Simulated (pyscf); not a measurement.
This saddle point was located with ωB97X-D3(BJ)/def2-SVP in PySCF.

```xyz
10

Si    -2.3735     0.1803     0.0970
Te    -0.3325     1.0801     1.3540
Si     1.1487     0.1231    -0.3784
H     -3.4319     0.6641     1.0312
H     -2.0866    -1.2843     0.0796
H     -2.2446     0.8764    -1.2168
H      0.9741    -1.3555    -0.4556
H      0.8358     0.7075    -1.7137
H      2.5524     0.4471    -0.0015
H     -3.8364    -0.4280    -0.7322
```
Charge 0, spin multiplicity 2.

Surface: doublet, charge 0. Lowest wavenumbers (cm⁻¹): 590i, 42, 92, 94, 166.

Q: Name the species on either side of this saddle.

A: H₃Si–Te–SiH₃ (SMILES [SiH3][Te][SiH3]) + H• (SMILES [H]) <-> SiH₄ (SMILES [SiH4]) + H₃Si–Te• (SMILES [SiH3][Te]), a substitution at Si read from left to right: Si–Te broken and H–Si formed. At ωB97M-D3(BJ)/def2-TZVP it lies +14.3 kJ/mol from the left side and +131.9 kJ/mol from the right (each side as separated species at their lowest minima found). This is the saddle that the search found; another between the same sides may lie lower. The angle at the attacked Si is 178°. Elements past Kr carry the def2 core potentials, without spin-orbit coupling.
